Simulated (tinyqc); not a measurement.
Worked calculation: MP2 on RHF in the sto-6g basis, frozen core, for LiH, spin multiplicity 1. Computed by tinyqc, a small Python program that keeps every step (integrals from PySCF). Settings: charge = 0, multiplicity = 1, basis = sto-6g, method = RHF, frozen orbitals = 1, energy threshold = 1e-10, iteration cap = 63, orthogonalisation = symmetric, start = Wolfsberg-Helmholz matrix, DIIS depth = 6. Command: `OMP_NUM_THREADS=1 python tinyqc.py 22521 22522 out.jsonl` (the two numbers bound the seeds that draw the settings). One thread of a shared host (Intel(R) Xeon(R) Processor @ 2.60GHz), about 0.2 s of CPU time with the checks. The early iterations of the SCF are left out here.

## One-electron integrals

Geometry (angstrom):
```
atom         x         y         z
Li    0.000000  0.000000  0.000000
H     0.000000  0.000000  2.024000
```

Basis sto-6g: exponents (1/bohr^2) and contraction coefficients of normalised primitives:
```
element  l (shell)    exponent  coefficient
Li           s (1)  167.175846     0.009164
Li           s (1)   30.651508     0.049361
Li           s (1)    8.575187     0.168538
Li           s (1)    2.945808     0.370563
Li           s (1)    1.143944     0.416492
Li           s (1)    0.471139     0.130334
Li           s (2)    6.597564    -0.013253
Li           s (2)    1.305830    -0.046992
Li           s (2)    0.405851    -0.033785
Li           s (2)    0.156146     0.250242
Li           s (2)    0.067814     0.595117
Li           s (2)    0.031084     0.240706
Li           p (3)    6.597564     0.003760
Li           p (3)    1.305830     0.037679
Li           p (3)    0.405851     0.173897
Li           p (3)    0.156146     0.418036
Li           p (3)    0.067814     0.425860
Li           p (3)    0.031084     0.101708
H            s (1)   35.523221     0.009164
H            s (1)    6.513144     0.049361
H            s (1)    1.822143     0.168538
H            s (1)    0.625955     0.370563
H            s (1)    0.243077     0.416492
H            s (1)    0.100112     0.130334
```

Overlap, kinetic and nuclear-attraction integrals over the contracted functions; the nuclear repulsion is the sum of Za Zb / Rab.

nuclear repulsion = 0.78435357 hartree

overlap S, lower triangle:
```
           1Li 1s    1Li 2s   1Li 2px   1Li 2py   1Li 2pz     2H 1s
1Li 1s   1.000000
1Li 2s   0.235742  1.000000
1Li 2px  0.000000  0.000000  1.000000
1Li 2py  0.000000  0.000000  0.000000  1.000000
1Li 2pz  0.000000  0.000000  0.000000  0.000000  1.000000
2H 1s    0.027158  0.296157  0.000000  0.000000  0.414070  1.000000
```

kinetic energy T (hartree), lower triangle:
```
            1Li 1s    1Li 2s   1Li 2px   1Li 2py   1Li 2pz     2H 1s
1Li 1s    3.616742
1Li 2s   -0.110723  0.106524
1Li 2px   0.000000  0.000000  0.320007
1Li 2py   0.000000  0.000000  0.000000  0.320007
1Li 2pz   0.000000  0.000000  0.000000  0.000000  0.320007
2H 1s    -0.009860  0.019048  0.000000  0.000000  0.067802  0.768522
```

nuclear attraction V (hartree), lower triangle:
```
            1Li 1s     1Li 2s    1Li 2px    1Li 2py    1Li 2pz      2H 1s
1Li 1s   -8.328596
1Li 2s   -0.889996  -1.447409
1Li 2px   0.000000   0.000000  -1.422242
1Li 2py   0.000000   0.000000   0.000000  -1.422242
1Li 2pz  -0.010636  -0.097489   0.000000   0.000000  -1.497592
2H 1s    -0.107882  -0.484351   0.000000   0.000000  -0.686835  -2.023573
```

core Hamiltonian H = T + V (hartree), lower triangle:
```
            1Li 1s     1Li 2s    1Li 2px    1Li 2py    1Li 2pz      2H 1s
1Li 1s   -4.711853
1Li 2s   -1.000719  -1.340885
1Li 2px   0.000000   0.000000  -1.102234
1Li 2py   0.000000   0.000000   0.000000  -1.102234
1Li 2pz  -0.010636  -0.097489   0.000000   0.000000  -1.177584
2H 1s    -0.117742  -0.465303   0.000000   0.000000  -0.619032  -1.255051
```

## Two-electron integrals

Functions are numbered as in S; the eight-fold symmetry (ij|kl) = (ji|kl) = (kl|ij) leaves the list below.

Two-electron integrals (ij|kl) in chemists' order, unique and non-zero (hartree):
```
(11|11) 1.681247   (21|11) 0.242603   (21|21) 0.044507   (22|11) 0.397190
(22|21) 0.090279   (22|22) 0.290625   (31|31) 0.009437   (32|31) 0.014261
(32|32) 0.064236   (33|11) 0.397190   (33|21) 0.090279   (33|22) 0.290625
(33|33) 0.313125   (41|41) 0.009437   (42|41) 0.014261   (42|42) 0.064236
(43|43) 0.016875   (44|11) 0.397190   (44|21) 0.090279   (44|22) 0.290625
(44|33) 0.279374   (44|44) 0.313125   (51|51) 0.009437   (52|51) 0.014261
(52|52) 0.064236   (53|53) 0.016875   (54|54) 0.016875   (55|11) 0.397190
(55|21) 0.090279   (55|22) 0.290625   (55|33) 0.279374   (55|44) 0.279374
(55|55) 0.313125   (61|11) 0.027459   (61|21) 0.004958   (61|22) 0.010256
(61|33) 0.010108   (61|44) 0.010108   (61|51) 0.000667   (61|52) 0.001389
(61|55) 0.010552   (61|61) 0.000613   (62|11) 0.094785   (62|21) 0.021986
(62|22) 0.078717   (62|33) 0.074311   (62|44) 0.074311   (62|51) 0.003635
(62|52) 0.024225   (62|55) 0.087528   (62|61) 0.003015   (62|62) 0.039808
(63|31) 0.001515   (63|32) 0.007708   (63|53) 0.003332   (63|63) 0.002278
(64|41) 0.001515   (64|42) 0.007708   (64|54) 0.003332   (64|64) 0.002278
(65|11) 0.125021   (65|21) 0.029221   (65|22) 0.107637   (65|33) 0.100242
(65|44) 0.100242   (65|51) 0.005656   (65|52) 0.037558   (65|55) 0.122426
(65|61) 0.004143   (65|62) 0.059077   (65|65) 0.088424   (66|11) 0.261285
(66|21) 0.061516   (66|22) 0.242452   (66|33) 0.221681   (66|44) 0.221681
(66|51) 0.010474   (66|52) 0.089342   (66|55) 0.283994   (66|61) 0.008743
(66|62) 0.159855   (66|65) 0.244525   (66|66) 0.774999
```

## Orthogonalisation

S = U s U^T; symmetric (Loewdin) form X = U s^(-1/2) U^T, so that X^T S X = 1.

eigenvalues of S: 0.477156  0.808159  1.000000  1.000000  1.176520  1.538165

X, lower triangle:
```
            1Li 1s     1Li 2s   1Li 2px   1Li 2py    1Li 2pz     2H 1s
1Li 1s    1.022333
1Li 2s   -0.126928   1.064647
1Li 2px   0.000000   0.000000  1.000000
1Li 2py   0.000000   0.000000  0.000000  1.000000
1Li 2pz  -0.006489   0.058566  0.000000  0.000000   1.079921
2H 1s     0.016968  -0.182265  0.000000  0.000000  -0.249667  1.121384
```

## Iteration 9 (converged): orbitals

converged F (hartree), lower triangle:
```
            1Li 1s     1Li 2s   1Li 2px   1Li 2py    1Li 2pz      2H 1s
1Li 1s   -2.400273
1Li 2s   -0.619512  -0.194705
1Li 2px   0.000000   0.000000  0.160188
1Li 2py   0.000000   0.000000  0.000000  0.160188
1Li 2pz   0.013641  -0.071918  0.000000  0.000000   0.041921
2H 1s    -0.073007  -0.210678  0.000000  0.000000  -0.205717  -0.094179
```

Diagonalise F' = X^T F X, C = X C', fill 2 alpha and 2 beta electrons from the bottom; D = 2 C_occ C_occ^T. Each column has its largest component positive (the first on a tie).

F' = X^T F X (hartree), lower triangle:
```
           1          2         3         4          5         6
1  -2.352944
2  -0.339727  -0.021308
3   0.000000   0.000000  0.160188
4   0.000000   0.000000  0.000000  0.160188
5   0.012473   0.007674  0.000000  0.000000   0.150288
6   0.012347  -0.214383  0.000000  0.000000  -0.252992  0.072728
```

orbital energies (hartree): MO1 -2.401621, MO2 -0.248329, MO3 0.072778, MO4 0.160188, MO5 0.160188, MO6 0.425936

coefficients C:
```
               MO1        MO2        MO3        MO4       MO5        MO6
1Li 1s    0.994086  -0.140841  -0.204018   0.000000  0.000000   0.109269
1Li 2s    0.023921   0.478905   0.800609   0.000000  0.000000  -0.561549
1Li 2px   0.000000   0.000000   0.000000  -0.266448  0.963849   0.000000
1Li 2py   0.000000   0.000000   0.000000   0.963849  0.266448   0.000000
1Li 2pz  -0.004780   0.333840  -0.597639   0.000000  0.000000  -0.873723
2H 1s    -0.000202   0.588327  -0.177737   0.000000  0.000000   0.987738
```

D after iteration 9, lower triangle:
```
            1Li 1s    1Li 2s   1Li 2px   1Li 2py   1Li 2pz     2H 1s
1Li 1s    2.016085
1Li 2s   -0.087340  0.459844
1Li 2px   0.000000  0.000000  0.000000
1Li 2py   0.000000  0.000000  0.000000  0.000000
1Li 2pz  -0.103540  0.319527  0.000000  0.000000  0.222944
2H 1s    -0.166123  0.563495  0.000000  0.000000  0.392816  0.692257
```

Within a degenerate level the vectors are fixed only up to a rotation; this is one choice.

## Convergence

Stop when the energy changes by less than 1e-10 hartree and every element of the error matrix X^T (F D S - S D F) X is below 3e-06.

Course of the cycle:
```
iteration  E (hartree)     change  largest element of the error matrix
1          -7.90226055          -                             5.75e-02
2          -7.91299183  -1.07e-02                             2.42e-02
3          -7.91671330  -3.72e-03                             1.19e-02
4          -7.91776524  -1.05e-03                             1.47e-03
5          -7.91776633  -1.09e-06                             1.11e-03
6          -7.91776848  -2.15e-06                             4.92e-05
7          -7.91776848  -4.27e-09                             1.14e-05
8          -7.91776848  -2.26e-10                             4.27e-08
9          -7.91776848  -7.11e-15                             9.51e-10
```

PySCF RHF in the same basis = -7.91776848 hartree

Converged in 9 iterations.

## Integrals over molecular orbitals

(pq|rs) = sum C_ip C_jq C_kr C_ls (ij|kl), one index at a time.

one-electron integrals over orbitals h = C^T H C (hartree), lower triangle:
```
           1          2          3          4          5          6
1  -4.704496
2   0.095644  -1.347676
3   0.165296   0.014978  -1.105860
4   0.000000   0.000000   0.000000  -1.102234
5   0.000000   0.000000   0.000000   0.000000  -1.102234
6  -0.055279   0.029643   0.026298   0.000000   0.000000  -1.014114
```

Two-electron integrals over orbitals (pq|rs), unique and non-zero (hartree); the lowest 1 orbital is frozen and left out:
```
(22|22) 0.461650    (32|22) -0.054944   (32|32) 0.017744    (33|22) 0.213019
(33|32) 0.012714    (33|33) 0.332691    (42|42) 0.021066    (43|42) 0.019755
(43|43) 0.041631    (44|22) 0.249797    (44|32) 0.011445    (44|33) 0.280992
(44|44) 0.313125    (52|52) 0.021066    (53|52) 0.019755    (53|53) 0.041631
(54|54) 0.016875    (55|22) 0.249797    (55|32) 0.011445    (55|33) 0.280992
(55|44) 0.279374    (55|55) 0.313125    (62|22) 0.112938    (62|32) -0.040566
(62|33) -0.019957   (62|44) -0.033702   (62|55) -0.033702   (62|62) 0.130783
(63|22) -0.054562   (63|32) 0.013810    (63|33) 0.036232    (63|44) 0.006031
(63|55) 0.006031    (63|62) -0.035937   (63|63) 0.028212    (64|42) -0.018772
(64|43) -0.012716   (64|64) 0.019748    (65|52) -0.018772   (65|53) -0.012716
(65|65) 0.019748    (66|22) 0.432871    (66|32) -0.045966   (66|33) 0.238413
(66|44) 0.261585    (66|55) 0.261585    (66|62) 0.106097    (66|63) -0.044617
(66|66) 0.429540
```

## Second-order Moller-Plesset energy

Hartree-Fock energy = -7.91776848 hartree

E2 = sum_ijab (ia|jb) [2 (ia|jb) - (ib|ja)] / (e_i + e_j - e_a - e_b) over occupied i, j and virtual a, b; the opposite-spin part is (ia|jb)^2 / denominator, the rest is same-spin, and SCS-MP2 scales them by 6/5 and 1/3.

Terms:
```
i  j  a  b    (ia|jb)    (ib|ja)  denominator       term
2  2  6  6   0.130783   0.130783    -1.348531  -0.012684
2  2  6  3  -0.040566  -0.040566    -0.995373  -0.001653
2  2  3  6  -0.040566  -0.040566    -0.995373  -0.001653
2  2  4  4   0.021066   0.021066    -0.817036  -0.000543
2  2  5  5   0.021066   0.021066    -0.817036  -0.000543
2  2  3  3   0.017744   0.017744    -0.642215  -0.000490
```

Pair energies (hartree; pair i-j sums ij and ji):
```
pair  opposite spin  same spin
2-2       -0.017567          0
```

MP2 correlation energy = -0.01756670 hartree

SCS-MP2 correlation energy = -0.02108004 hartree

MP2 total energy = -7.93533518 hartree
